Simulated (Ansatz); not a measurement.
# BSi (charge +1): a composite energy at a relaxed geometry

With the Ansatz DFT code, driven from Python.

Notebook, run cell by cell (the value of a cell's last expression is shown):

In [1]:
```python
import itertools

import ansatz as az
from ase import Atoms
from ase.data import atomic_numbers, covalent_radii
import numpy as np
```

In [2]:
```python
atoms = Atoms(['Si', 'B'], positions=[
    [0.0, 0.0, 0.0],
    [0.0, 0.0, 2.03],
])
mol = az.Crystal.molecule_from_ase(atoms)
```

In [3]:
```python
model = mol.calculation()
model = model.basis(gaussian='def2-SVP').functional('b3lyp')
model = model.charge(1).spin('collinear', total=2)
symbols = [site.symbol for site in mol.cartesian_sites]
start = np.array([site.position_ang for site in mol.cartesian_sites], dtype=float)
report = model.relax(force_tolerance=0.01).run().report
end = np.array(report['positions_ang'])
# pairs closer than 1.2 times the sum of covalent radii, before or after
radius = [covalent_radii[atomic_numbers[s]] for s in symbols]
span = lambda where, i, j: np.linalg.norm(where[i] - where[j])
bonded = [(i, j) for i, j in itertools.combinations(range(len(symbols)), 2) if min(span(start, i, j), span(end, i, j)) < 1.2 * (radius[i] + radius[j])]
print('pair        before    after (A)')
for i, j in bonded:
    print(f'{symbols[i]}{i}-{symbols[j]}{j}'.ljust(10), f'{span(start, i, j):8.4f} {span(end, i, j):8.4f}')
```
```text
pair        before    after (A)
Si0-B1       2.0300   2.1091
```

In [4]:
```python
minimum = az.Crystal.molecule()
for symbol, place in zip(symbols, end):
    minimum = minimum.atom(symbol, place.tolist())
at_minimum = minimum.calculation().charge(1).spin('collinear', total=2)
# MP2 extrapolated to the basis limit, plus the small-basis difference CCSD(T) - MP2
level = lambda method, basis: at_minimum.basis(gaussian=basis).correlation(method).run().report
small, large, cluster = level('mp2', 'cc-pVDZ'), level('mp2', 'cc-pVTZ'), level('ccsd_t', 'cc-pVDZ')
corr = lambda each: (each['free_energy_ev'] - each['reference_energy_ev']) / 27.211386246
mp2_limit = (27 * corr(large) - 8 * corr(small)) / 19
pieces = {'HF / cc-pVTZ': large['reference_energy_ev'] / 27.211386246, 'MP2 correlation, DZ-TZ limit': mp2_limit, 'CCSD(T) - MP2 / cc-pVDZ': corr(cluster) - corr(small)}
for name, value in pieces.items():
    print(f'{name:32s} {value:14.6f} Ha')
print(f'{"sum":32s} {sum(pieces.values()):14.6f} Ha')
print('T1 diagnostic', round(cluster['correlation']['coupled_cluster']['t1_diagnostic'], 4))
```
```text
HF / cc-pVTZ                        -313.175921 Ha
MP2 correlation, DZ-TZ limit          -0.110733 Ha
CCSD(T) - MP2 / cc-pVDZ               -0.042211 Ha
sum                                 -313.328866 Ha
T1 diagnostic 0.034
```

What to keep in mind:
- The settings weren't tested for convergence.
- The sum leaves out core correlation, relativity, the Hartree-Fock basis error and zero-point energy; a DZ-TZ extrapolation is rough.
- The species is open-shell (spin multiplicity 3).
- b3lyp holds the VWN-RPA fit, as in Gaussian; the form of ORCA and Turbomole is b3lyp5.
- Inner cores stay frozen, so this is valence correlation.
- For Al to Cl the sets with a tight d function, cc-pV(X+d)Z, are usual.
- The spin state was assumed, and another may lie lower.
- An extrapolation from small basis sets is rough.
- Run time: 27 s on 1 thread of Intel(R) Xeon(R) Platinum 8259CL CPU @ 2.50GHz (Skylake/Cascade Lake), on a shared host, peak memory 0.18 GiB.

(A comment or docstring line of the script was reworded after the run, the code is as it ran; lines on the test bed's own set-up are left out of the output.)
